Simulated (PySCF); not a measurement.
carbonyl sulfide (COS), SMILES O=C=S.

Geometry: B3LYP-D3(BJ)/def2-TZVP.

Two levels are set side by side: PBE/def2-TZVPD (PySCF) and HF/def2-TZVPD (PySCF). Same geometry, gas phase. Differences are taken from unrounded values.

```csv
quantity,HF
orbital gap (eV),12.78
highest occupied level (eV),-11.45
lowest empty level (eV),1.33
dipole moment (D),0.78
mean polarisability (bohr³),33.2
```

### Question
What does PBE give, and how far is it from HF? (An estimate is asked for; the answer gives what the named calculation found.)

### Answer

| quantity | PBE | PBE minus HF |
|---|---|---|
| orbital gap (eV) | 5.55 | -7.23 |
| highest occupied level (eV) | -7.48 | 3.97 |
| lowest empty level (eV) | -1.93 | -3.26 |
| dipole moment (D) | 0.71 | -0.07 |
| mean polarisability (bohr³) | 34.7 | 1.5 |

Without exact exchange PBE keeps part of each electron's self-repulsion, which lifts occupied levels and narrows the gap. Loosely held outer electrons make PBE densities more polarisable. Differences between two approximate levels are no errors against the true value.

Rough cost on one machine, each run with all the roots and properties that it gave: HF against PBE about 1/3.
